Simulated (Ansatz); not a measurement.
CBO, quartet: reading a ladder of total energies

Geometry: that of the CBO, doublet, kept fixed.

```xyz
3

C     0.0000    0.0000    1.4273
B     0.0000    0.0000   -0.1097
O     0.0000    0.0000   -1.3176
```

Basis cc-pVTZ; Ansatz 0.2.0. Only valence electrons are correlated (noble-gas cores frozen), which leaves 13 electrons in 87 orbitals. R marks a restricted (for open shells ROHF) determinant, U an unrestricted one.

Full CI isn't at hand for all of this; UCCSDT(Q) serves as the reference, and is uncertain by the last step of the cluster series or more.

UCCSD has a T1 diagnostic of 0.026 and a largest doubles amplitude of 0.03.

Runs differ by some tens of microhartree through their thresholds and, for an open shell, their frozen cores, so steps under 0.03 kcal/mol mean nothing.

Here the R and U totals at CCSDT(Q) differ by 0.23 kcal/mol, a measure of how far such totals hang on the determinant and its frozen core.

| level | total energy (hartree) |
| --- | --- |
| UHF | -137.367816 |
| UMP2 | -137.751104 |
| UCCSD | -137.763228 |
| UCCSD(T) | -137.781534 |
| UCCSDT | -137.782372 |
| UCCSDT(Q) | -137.783630 |

Question: What is the correlation energy at UCCSDT(Q), and what share of it do UMP2 and UCCSDT recover?

Answer: E(corr) = -137.783630 − (-137.367816) = -0.415814 hartree = -11.315 eV. UMP2: -0.383288 / -0.415814 = 92.18 %. UCCSDT: -0.414556 / -0.415814 = 99.70 %.

Question: By how many kcal/mol does UCCSD(T) miss UCCSDT(Q) (1 hartree = 627.509 kcal/mol), and which steps make up the rest?

Answer: -137.781534 − (-137.783630) = 0.002096 hartree = 1.32 kcal/mol. Steps: UCCSDT − UCCSD(T) = -0.53, UCCSDT(Q) − UCCSDT = -0.79 kcal/mol. Differences between like states or geometries often cancel part of this.
